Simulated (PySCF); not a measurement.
Molecule (SMILES): CCl (CH3-Cl).
Geometry (B3LYP-D3(BJ)/def2-TZVP, fixed):
```
C
H 1 1.0858
H 1 1.0858 2 110.57
H 1 1.0858 2 110.57 3 -122.80
Cl 1 1.7944 2 108.35 3 118.60
```
Charge 0, spin multiplicity 1.

Basis-set convergence of the lowest singlet excitation energy at PBE with PySCF. Tamm-Dancoff approximation; the state is taken by its order, and sets in which it differs in degeneracy or brightness are left out, yet its character can still change. All functions are spherical. Density fitting with generated auxiliary sets. In sets without p functions on hydrogen, species with hydrogen take exact integrals. No added dispersion term, no relativity. Reference: the value in aug-pcseg-2, 6.392 eV. Deviations are taken from unrounded values. Cost is core time over that of 6-31G**, rough, on shared machines of one kind; a dash marks a row that isn't timed (too short, read off another run, short of memory, by another algorithm or on other hardware).

| basis | functions | lowest singlet excitation energy (eV) | minus reference (eV) | cost |
|---|---|---|---|---|
| 3-21G | 28 | 7.496 | 1.104 | - |
| 6-31G | 28 | 7.381 | 0.989 | - |
| pcseg-0 | 28 | 7.373 | 0.981 | - |
| 6-31G* | 38 | 7.296 | 0.905 | - |
| 6-31G** | 47 | 7.282 | 0.890 | 1× |
| pcseg-1 | 47 | 7.054 | 0.662 | 0.9× |
| cc-pV(D+d)Z | 52 | 7.092 | 0.700 | 1× |
| 6-311G** | 62 | 7.065 | 0.673 | 1× |
| pcseg-2 | 106 | 6.731 | 0.339 | 3× |
| cc-pV(T+d)Z | 111 | 6.900 | 0.508 | 3× |
| cc-pV(Q+d)Z | 209 | 6.757 | 0.365 | 6× |
| pcseg-3 | 223 | 6.541 | 0.149 | 10× |

Of the sets listed that have larger relatives (same family, alike in diffuse functions), none stays within 0.05 eV of the reference together with them.
